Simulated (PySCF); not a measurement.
## Basis and Hamiltonian dependence of the ionisation energy of Si

Si [Ne] 3s2 3p2 (3P) → Si+ [Ne] 3s2 3p1 (2P). All values are computed (PySCF 2.14, energy differences of UHF-based or UKS calculations, no spin-orbit coupling). Values in eV.

| basis | Hamiltonian | functions | UHF | LDA | PBE0 | MP2 (valence) | CCSD(T) (valence) | CCSD(T) (valence and next inner shell) |
| --- | --- | --- | --- | --- | --- | --- | --- | --- |
| 6-31G* | non-relativistic | 18 | 7.633 | n/a | n/a | 7.789 | 7.777 | n/a |
| jorge-DZP-DKH | spin-free X2C | 24 | 7.621 | 8.212 | n/a | 7.905 | 7.936 | n/a |
| aug-cc-pVDZ-DK | spin-free X2C | 27 | 7.640 | 8.234 | 8.220 | 7.952 | 7.998 | n/a |
| aug-cc-pV(D+d)Z | non-relativistic | 32 | 7.649 | 8.245 | 8.230 | 7.965 | 8.014 | n/a |
| pcseg-2 | non-relativistic | 34 | 7.635 | n/a | 8.225 | 7.907 | 7.925 | n/a |
| ANO-RCC-VTZP | spin-free X2C | 34 | 7.628 | 8.233 | 8.212 | 8.036 | 8.104 | n/a |
| aug-cc-pwCVDZ | non-relativistic | 36 | 7.650 | 8.251 | 8.228 | 7.969 | 8.018 | 7.998 |
| def2-TZVP | non-relativistic | 37 | 7.640 | n/a | 8.220 | 8.037 | 8.105 | n/a |
| aug-cc-pwCVTZ | non-relativistic | 75 | 7.638 | 8.235 | 8.219 | 8.051 | 8.119 | 8.115 |
| dyall-av3z | spin-free X2C | 84 | 7.627 | 8.224 | 8.209 | 8.038 | 8.104 | n/a |
| x2c-QZVPPall with one added diffuse shell each of s, p, d, f type | spin-free X2C | 86 | 7.626 | 8.223 | 8.208 | 8.063 | 8.125 | 8.114 |
| aug-cc-pCVTZ-DK with one added diffuse shell each of s, p, d, f type | spin-free X2C | 91 | 7.627 | 8.224 | 8.207 | 8.039 | 8.107 | 8.101 |
| aug-cc-pCVQZ-DK | spin-free X2C | 134 | 7.625 | 8.223 | 8.209 | 8.067 | n/a | n/a |

Question: Estimate the row for dyall-av3z (non-relativistic, 84 functions).

Answer: From the rows with the same Hamiltonian and similar size; the calculation gives UHF 7.64; LDA 8.23; PBE0 8.22; MP2 (valence) 8.05; CCSD(T) (valence) 8.11 (eV).

Frozen in the all-electron rows: valence: [Ne]; valence and next inner shell: 1s2.

Reference for a calculation without spin-orbit coupling: 8.157 eV (measured, between term centres; NIST).
